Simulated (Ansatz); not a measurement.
A made-up structure of CH3OSi (charge -1), closed shell:

O1  (-0.784, -1.507, 0.881)
C2  (-0.219, -0.844, 0.018)
Si3  (-0.280, 1.012, -0.382)
H4  (-0.476, -2.343, 1.266)
H5  (1.198, 1.138, -0.747)
H6  (-0.252, 1.629, 1.012)
(Å)

It is relaxed with PBE-D4/def2-SVPD and then PBE0-D4/def2-TZVPD (Ansatz 0.2.0). Atoms count as bonded within 1.22 times the sum of their covalent radii (H–H: 0.88 Å). The end point is not checked to be a true minimum.

**Question.** Does its bonding change? (A judgement: the text doesn't fix the answer.)

**Answer.** Computed: No: no bond forms or breaks.

Where it ends: The first stage lowers the energy by 1.08 eV in 11 steps. It ends as CH₃OSi ([OH][C][SiH2]), total charge -1:
```json
{"atom": "O1", "x (Å)": "-0.7243", "y (Å)": "-1.4411", "z (Å)": "1.1193"}
{"atom": "C2", "x (Å)": "-0.0284", "y (Å)": "-0.9313", "z (Å)": "0.0546"}
{"atom": "Si3", "x (Å)": "-0.1871", "y (Å)": "0.8485", "z (Å)": "-0.2528"}
{"atom": "H4", "x (Å)": "-0.6828", "y (Å)": "-2.3959", "z (Å)": "1.0328"}
{"atom": "H5", "x (Å)": "1.1173", "y (Å)": "1.2576", "z (Å)": "-0.8870"}
{"atom": "H6", "x (Å)": "-0.3077", "y (Å)": "1.7483", "z (Å)": "0.9804"}
```

Labels in which every atom is bracketed show which atoms are joined, not bond orders.

For scale, one of the runs: PBE0-D4/def2-TZVPD relaxation, 147 basis functions, launched by `ansatz run in.yaml --threads 2 --pin off --events-out ev --progress --plain --max-ram 4352MiB`. The run took about 22 s on 2 CPU threads of an Arm Neoverse V1 (shared host).
